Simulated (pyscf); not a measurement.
Single points on ωB97X-D3(BJ)/def2-SVP structures (PySCF, gas phase).

### Question
For the elementary gas-phase step H₃C–Al(OH)–OH + water (H₂O) -> methanol (H₃C–OH) + HO–AlH–OH (singlet surface; Al–C, H–O broken, C–O, Al–H formed), what barrier and reaction energy does ωB97M-D3(BJ)/def2-TZVP give, measured from the separated reactants?

### Answer
ΔE‡ = 93.7 kcal/mol, ΔE = +23.4 kcal/mol. Zero-point energy shifts the barrier by -2.6 kcal/mol. It is a four-centre exchange, with an imaginary mode of 1047i cm⁻¹. On the reactant side the descent ends in an adduct with a Al–O contact (not fully relaxed), 20.9 kcal/mol under the separated species and 118.2 kcal/mol under the saddle at ωB97X-D3(BJ)/def2-TZVP. On the product side the descent ends in an adduct with a Al–O contact (not fully relaxed), 25.0 kcal/mol under the separated species and 98.9 kcal/mol under the saddle at ωB97X-D3(BJ)/def2-TZVP. At ωB97X-D3(BJ)/def2-TZVP the barrier from the zero used here is 97.3 kcal/mol. The same reactants have a lower exit, to CH₄ + HO–Al(OH)–OH (barrier -0.1 kcal/mol at ωB97M-D3(BJ)/def2-TZVP, against +93.7 kcal/mol here). One saddle was located; it need not be the lowest between these sides. One closed-shell reference is unstable to symmetry breaking; treat the single-reference values with care.
